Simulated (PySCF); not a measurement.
NMR data simulated for an unnamed compound:

$^{1}$H NMR (600 MHz, computed): δ 3.52 (q, J = 7.7 Hz, 2H), 0.67 (br s, 2H).

$^{13}$C{$^{1}$H} NMR (computed): δ 134.6 (C, q, J = 345.4 Hz), 50.7 (CH2, q, J = 32.1 Hz).

- PBE0/pcSseg-1 with gauge-including orbitals
- B3LYP/pcJ-1 coupling constants (spin–dipole term only in couplings to heteroatoms)
- coordinates at the GFN2-xTB level
- run in PySCF 2.14
- no solvent model, relativity neglected, one averaged value for each set of equivalent atoms, a single conformation

Scale: TMS for $^{1}$H and $^{13}$C (reference shieldings calculated alike).

**Question.** Which of these does the molecule contain: an S-methyl group, an NH or NH2 group, an OH group, a C≡C triple bond, a CF3 group?

**Answer.** 
- An S-methyl group: no.
- An NH or NH2 group: yes (δH 0.67 (br s)).
- An OH group: no.
- A C≡C triple bond: no.
- A CF3 group: yes (δC 134.6).

The data belong to SMILES FC(CN)(F)F, C₂H₄F₃N; they needn't prove each group on their own.

Carbon signals by region: 1 in the sp2 and nitrile region (100–160 ppm), 1 at 50–100 ppm.

Exchangeable OH/NH protons stand at their gas-phase positions; hydrogen bonding in a real sample shifts them, mostly to higher δ. Common functionals overestimate the size of one-bond C–F couplings by tens of Hz; these are unscaled. Splittings below 1 Hz are ignored in the labels, and close J values are merged. Shifts are as computed. Against solution values, carbons near 30 ppm lie about +3 ppm off and those near 130 ppm about +5 ppm. Of 1211 compounds with measured shifts, 218 miss one by over three times the rms of a fit or turn the order of signals round; such compounds aren't used in these exercises. Couplings to exchangeable protons are dropped.
